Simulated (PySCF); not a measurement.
# CClF3: the cost of one run

Method: levels as typed in each script, gas phase, geometry from GFN2-xTB; program: PySCF 2.14.0.

## (1) The starting structure

SMILES `FC(F)(F)Cl`, 5 atoms, charge 0, spin multiplicity 1.

Bond lengths: F1–C2 1.323 Å, C2–F3 1.323 Å, C2–F4 1.323 Å, C2–Cl5 1.775 Å. Angles: F1–C2–F3 108.2°, F1–C2–F4 108.2°, F1–C2–Cl5 110.7°, F3–C2–F4 108.2°, F3–C2–Cl5 110.7°, F4–C2–Cl5 110.7°.

Geometry (Å):

```xyz
5

F     0.8189   -0.6470    1.0543
C     0.3510    0.0000    0.0000
F     0.8185    1.2367    0.0330
F     0.8181   -0.5897   -1.0877
Cl   -1.4238    0.0000    0.0002
```

## (2) Density, bond paths and surface potential (PBE/def2-tzvp)

input.py

```python
import numpy as np
from pyscf import gto, scf, dft
from pyscf.scf import atom_ks, atom_hf
from scipy.linalg import block_diag

def solve(mol, dm0=None, hcore=None):
    mf = (dft.UKS if mol.spin else dft.RKS)(mol, xc='pbe')
    mf.grids.level = 3
    mf = mf.density_fit(auxbasis='def2-universal-jkfit')
    mf.conv_tol, mf.max_cycle = 1e-8, 80
    if hcore is not None:
        mf.get_hcore = lambda *args: hcore
    mf.kernel(dm0)
    if not mf.converged:
        mf = mf.newton().run(mf.mo_coeff, mf.mo_occ, max_cycle=30)
    assert mf.converged, 'SCF not converged'
    return mf

mol = gto.M(atom='''
F      0.81888    -0.64703     1.05430
C      0.35098     0.00000     0.00004
F      0.81850     1.23668     0.03299
F      0.81808    -0.58965    -1.08770
Cl    -1.42382     0.00000     0.00020
''', basis='def2-tzvp', charge=0, spin=0, verbose=4)
mf = solve(mol)
mf.analyze()
# spherically averaged free atoms, for the promolecule
atm = atom_ks.get_atm_nrks(mol, xc='pbe')
pro = block_diag(*[(atm[a[0]][2] * atm[a[0]][3]) @ atm[a[0]][2].T for a in mol._atom])
np.savez('result.npz', e=mf.e_tot, c=mf.mo_coeff, occ=mf.mo_occ, eps=mf.mo_energy, pro=pro, dip=mf.dip_moment(verbose=0), s2=mf.spin_square()[0])
```

Started as:

```console
> OMP_NUM_THREADS=1 python input.py
```

What time and memory should one allow on 1 thread of AMD EPYC 9R45 (Zen 5), shared host?

About 6.8 s, with a peak of 0.53 GiB.
